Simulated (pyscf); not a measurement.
Thermochemistry of product channels of `[S]=[Mo](=[S])([Cl])[Cl]` + `[NH3]` on the singlet surface, in kcal/mol, from ωB97M-D3(BJ)/def2-TZVP energies (ideal gas, 1 atm, RRHO with modes under 100 cm⁻¹ raised to 100, one conformer, R ln 2 for chiral ones without a mode under 150 cm⁻¹). PySCF, gas phase, ωB97X-D3(BJ)/def2-SVP geometries.

```json
[
 {"products": "`[NH2][Mo](=[S])(=[S])[Cl]` + `[ClH]`", "ΔE": "+9.2", "ΔH(298 K)": "+7.2", "ΔG(298 K)": "+7.4", "ΔG(600 K)": "+7.4"},
 {"products": "`[NH2][Mo](=[S])([SH])([Cl])[Cl]`", "ΔE": "+9.5", "ΔH(298 K)": "+9.0", "ΔG(298 K)": "+19.6", "ΔG(600 K)": "+30.1"}
]
```

These are energies of the channels, which say nothing of barriers. Elements past Kr carry the def2 core potentials, without spin-orbit coupling.
